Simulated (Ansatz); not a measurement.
Basis sets over 7 cases of the lowest harmonic wavenumber at B3LYP with Ansatz (Al to Cl present), each against its own reference: (a) the value in aug-pcseg-2; (b) the value in pcseg-3. By their distance from other large sets or by the extrapolation step the references are unsure by up to roughly 3 cm⁻¹ and lie short of the limit. Each level at its own minimum, unscaled; unrestricted open shells; no added dispersion term; no relativity. Cartesian d functions in some cases of 6-31+G*, 6-311G**, 6-311+G**. (X+d) sets on Al to Cl for cc-pVXZ and aug-cc-pVXZ. 

Cases are drawn at random; left out are references unsure by over 6.7 cm⁻¹, runs with very soft modes, doubtful singlets, and cases whose largest runs show a restricted determinant unstable towards unrestricted orbitals, <S^2> over 0.1 too high or, where CCSD(T) ran, T1 over 0.025 (0.045 for open shells). Sets are drawn from those converged to one state in every case.

Cases (SMILES) and reference values:
- ClC (CH3-Cl): 710 cm⁻¹ (a)
- P (PH3): 1017 cm⁻¹ (a)
- Cl[CH2] (CH2-Cl), doublet: 224 cm⁻¹ (a)
- [SiH4] (SiH4): 921 cm⁻¹ (a)
- [SiH]=O (O-SiH), doublet: 618 cm⁻¹ (b)
- [Al]([Cl])[Cl], doublet: 143 cm⁻¹ (a)
- [Al]([F])[F], doublet: 232 cm⁻¹ (a)

```json
[
 {"basis": "6-31G", "functions over def2-SVP (largest species, mean of cases)": "0.6", "mean signed deviation (cm⁻¹)": "-50", "mean absolute": "50", "largest": "110", "within 20 cm⁻¹": "2 of 7"},
 {"basis": "def2-SV(P)", "functions over def2-SVP (largest species, mean of cases)": "0.9", "mean signed deviation (cm⁻¹)": "-14", "mean absolute": "31", "largest": "130", "within 20 cm⁻¹": "4 of 7"},
 {"basis": "def2-SVP", "functions over def2-SVP (largest species, mean of cases)": "1.0", "mean signed deviation (cm⁻¹)": "-10", "mean absolute": "19", "largest": "83", "within 20 cm⁻¹": "6 of 7"},
 {"basis": "6-31+G*", "functions over def2-SVP (largest species, mean of cases)": "1.1", "mean signed deviation (cm⁻¹)": "-8", "mean absolute": "19", "largest": "72", "within 20 cm⁻¹": "5 of 7"},
 {"basis": "cc-pVDZ", "functions over def2-SVP (largest species, mean of cases)": "1.1", "mean signed deviation (cm⁻¹)": "-28", "mean absolute": "31", "largest": "169", "within 20 cm⁻¹": "5 of 7"},
 {"basis": "6-311G**", "functions over def2-SVP (largest species, mean of cases)": "1.4", "mean signed deviation (cm⁻¹)": "-12", "mean absolute": "14", "largest": "87", "within 20 cm⁻¹": "6 of 7"},
 {"basis": "def2-SVPD", "functions over def2-SVP (largest species, mean of cases)": "1.5", "mean signed deviation (cm⁻¹)": "-9", "mean absolute": "10", "largest": "22", "within 20 cm⁻¹": "5 of 7"},
 {"basis": "6-311+G**", "functions over def2-SVP (largest species, mean of cases)": "1.6", "mean signed deviation (cm⁻¹)": "-8", "mean absolute": "9", "largest": "27", "within 20 cm⁻¹": "6 of 7"},
 {"basis": "aug-cc-pVDZ", "functions over def2-SVP (largest species, mean of cases)": "1.8", "mean signed deviation (cm⁻¹)": "-2", "mean absolute": "11", "largest": "29", "within 20 cm⁻¹": "5 of 7"},
 {"basis": "def2-TZVP", "functions over def2-SVP (largest species, mean of cases)": "1.9", "mean signed deviation (cm⁻¹)": "0", "mean absolute": "3", "largest": "6", "within 20 cm⁻¹": "7 of 7"},
 {"basis": "6-311++G(2d,2p)", "functions over def2-SVP (largest species, mean of cases)": "2.0", "mean signed deviation (cm⁻¹)": "-7", "mean absolute": "7", "largest": "27", "within 20 cm⁻¹": "6 of 7"},
 {"basis": "pcseg-2", "functions over def2-SVP (largest species, mean of cases)": "2.2", "mean signed deviation (cm⁻¹)": "1", "mean absolute": "2", "largest": "3", "within 20 cm⁻¹": "7 of 7"},
 {"basis": "cc-pVTZ", "functions over def2-SVP (largest species, mean of cases)": "2.3", "mean signed deviation (cm⁻¹)": "-1", "mean absolute": "3", "largest": "7", "within 20 cm⁻¹": "7 of 7"},
 {"basis": "def2-TZVPD", "functions over def2-SVP (largest species, mean of cases)": "2.4", "mean signed deviation (cm⁻¹)": "-1", "mean absolute": "2", "largest": "4", "within 20 cm⁻¹": "7 of 7"},
 {"basis": "def2-TZVPP", "functions over def2-SVP (largest species, mean of cases)": "2.4", "mean signed deviation (cm⁻¹)": "1", "mean absolute": "2", "largest": "5", "within 20 cm⁻¹": "7 of 7"},
 {"basis": "jun-cc-pV(T+d)Z", "functions over def2-SVP (largest species, mean of cases)": "2.7", "mean signed deviation (cm⁻¹)": "-1", "mean absolute": "2", "largest": "5", "within 20 cm⁻¹": "7 of 7"},
 {"basis": "6-311++G(3df,3pd)", "functions over def2-SVP (largest species, mean of cases)": "2.9", "mean signed deviation (cm⁻¹)": "1", "mean absolute": "3", "largest": "5", "within 20 cm⁻¹": "7 of 7"},
 {"basis": "def2-TZVPPD", "functions over def2-SVP (largest species, mean of cases)": "2.9", "mean signed deviation (cm⁻¹)": "0", "mean absolute": "2", "largest": "6", "within 20 cm⁻¹": "7 of 7"},
 {"basis": "aug-cc-pVTZ", "functions over def2-SVP (largest species, mean of cases)": "3.5", "mean signed deviation (cm⁻¹)": "-1", "mean absolute": "2", "largest": "5", "within 20 cm⁻¹": "7 of 7"}
]
```

Among the sets for which every case ran a larger relative (same family, alike in diffuse functions, listed or not), the smallest listed that holds all cases within 20 cm⁻¹ together with them is def2-TZVP, at 1.9 times the functions of def2-SVP. Inside, though some case ran no larger relative to test it: pcseg-2, cc-pVTZ, def2-TZVPP, 6-311++G(3df,3pd), def2-TZVPPD, aug-cc-pVTZ. Largest deviations of relatives not listed, over the cases that ran them: cc-pVQZ 2, pcseg-3 0, def2-QZVPP 0, def2-QZVP 0 cm⁻¹. A case lies within its reference's uncertainty of the window's edge in 6-31G, def2-SV(P), cc-pVDZ, def2-SVPD, 6-311+G**, aug-cc-pVDZ. These figures hold for the cases listed.

Ansatz is a quantum-chemistry and plane-wave program.
